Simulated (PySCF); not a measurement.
Work out the structure from these simulated measurements.

Formula: CH3NSi.

| Item | Value |
| --- | --- |
| 1H NMR | chemical shifts (computed TMS as zero) by class: 4.21 (3 H) ppm [GIAO KT2/pcSseg-2] |
| Rotational structure | rotational constants A, B, C: 83.270, 4.928, 4.928 GHz [PBE0-D3(BJ)/def2-SVP] |
| XPS | Si2p3/2 108.3, C1s 292.1, N1s 405.6, Si1s 1848.1 eV [ΔSCF SCAN, pcX-2 on the ionised atom, pcseg-1 elsewhere, spin-free X2C, 2p3/2 from a spin–orbit splitting computed afterwards within the 2p shell] |
| Dipole | 3.61 D [CAM-B3LYP/def2-SVPD] |
| UV, first state | lowest singlet excitation: 6.99 eV (177 nm, f = 0.000) [TDDFT CAM-B3LYP/def2-SVPD] |
| Polarisability | 42.8 au [CAM-B3LYP/def2-SVPD] |
| NMR, other nuclei | isotropic shieldings of nuclei other than C and H, by class: -90 (1 N), 454 (1 Si) ppm [GIAO KT2/pcSseg-2] |
| Valence photoelectron | vertical ionisation energy: 12.43 eV [ΔSCF CAM-B3LYP/def2-SVPD] |
| 13C NMR | chemical shifts (computed TMS as zero) by class: 110.5 (1 C) ppm [GIAO KT2/pcSseg-2] |
| Triplet | lowest triplet excitation (Tamm–Dancoff): 5.76 eV [TDA CAM-B3LYP/def2-SVPD] |

Electronic properties: PySCF, gas phase, density fitting. Levels stand in brackets. Isolated species at its PBE0-D3(BJ)/def2-SVP geometry, gas phase. NMR values are class means; diastereotopic atoms form classes of their own.

Task: What is the compound? Reason from the data.

Result: Numbering: `[N:1]#[C:2][SiH3:3]`. Its formula, CH3NSi, gives 2 degrees of unsaturation: 0 rings and 2 π bonds in the structure found. The one carbon: cyano carbon [C2] (110.5 ppm). All hydrogens form one class (4.21 ppm): Si–H hydrogen. The other shieldings belong to: -90 ppm, cyano nitrogen [N1]; 454 ppm, SiH3 silicon [Si3]. The core levels belong to: Si2p3/2 108.3 eV, SiH3 silicon [Si3]; C1s 292.1 eV, cyano carbon [C2]; N1s 405.6 eV, cyano nitrogen [N1]; Si1s 1848.1 eV, SiH3 silicon [Si3]. The hole state at 405.6 eV has ⟨S²⟩ = 0.83 against 0.75, so that value is less sure. The hole state at 292.1 eV has ⟨S²⟩ = 0.83 against 0.75, so that value is less sure. The optimised geometry has point group C3v and is a prolate symmetric top. Structure: `N#C[SiH3]` (silyl cyanide). The assignments are read from this structure; whether some other isomer fits the data as well wasn't checked.
